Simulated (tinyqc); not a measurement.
Worked calculation: geometry optimisation on the UHF/sto-3g surface (energies and gradients from PySCF), for BH, spin multiplicity 3. Computed by tinyqc, a small Python program that keeps every step (integrals from PySCF). Settings: charge = 0, multiplicity = 3, basis = sto-3g, optimiser = bfgs, first Hessian = 0.6, largest step = 0.3, iteration cap = 30. Command: `OMP_NUM_THREADS=1 python tinyqc.py 31062 31063 out.jsonl` (the two numbers bound the seeds that draw the settings). One thread of a shared host (Intel(R) Xeon(R) Processor @ 2.60GHz), about 0.2 s of CPU time with the checks.

## Step 1: energy and gradient

positions at the start (bohr):
```
,x,y,z
1B,0.000000,0.000000,0.000000
2H,0.000000,0.000000,2.407511
```

Self-consistent energy and analytic gradient at these positions.

energy = -24.74363157 hartree

gradient (hartree/bohr):
```
,x,y,z
1B,0.00000000,0.00000000,-0.06407486
2H,0.00000000,0.00000000,0.06407486
```

## Step 1: move

Quasi-Newton step p = -H^(-1) g (first H = 0.6 times the unit matrix); steps longer than 0.3 bohr are cut back.

positions after step 1 (bohr):
```
,x,y,z
1B,0.000000,0.000000,0.106791
2H,0.000000,0.000000,2.300720
```

## Step 2: energy and gradient

As before.

energy = -24.75142984 hartree

gradient (hartree/bohr):
```
,x,y,z
1B,0.00000000,0.00000000,-0.00396822
2H,0.00000000,0.00000000,0.00396822
```

## Step 2: move

inverse Hessian in use (bohr^2/hartree):
```
,1,2,3,4,5,6
1,1.666667,0.000000,0.000000,0.000000,0.000000,0.000000
2,0.000000,1.666667,0.000000,0.000000,0.000000,0.000000
3,0.000000,0.000000,1.721683,0.000000,0.000000,-0.055016
4,0.000000,0.000000,0.000000,1.666667,0.000000,0.000000
5,0.000000,0.000000,0.000000,0.000000,1.666667,0.000000
6,0.000000,0.000000,-0.055016,0.000000,0.000000,1.721683
```

Quasi-Newton step p = -H^(-1) g (the inverse Hessian comes from BFGS updates; coordinates in the order x, y, z of each atom); steps longer than 0.3 bohr are cut back.

positions after step 2 (bohr):
```
,x,y,z
1B,0.000000,0.000000,0.113842
2H,0.000000,0.000000,2.293669
```

## Convergence

Stop when the largest gradient component is below 3e-5 hartree/bohr. The inverse Hessian follows the BFGS update with s = step, y = change of gradient.

Course of the optimisation:
```
step,E (hartree),largest gradient (hartree/bohr)
1,-24.74363157,6.41e-02
2,-24.75142984,3.97e-03
3,-24.75144990,1.15e-03
4,-24.75145170,1.46e-05
```

Final distances (angstrom):
```
pair,distance
2H-1B,1.155193
```

Converged in 4 steps.
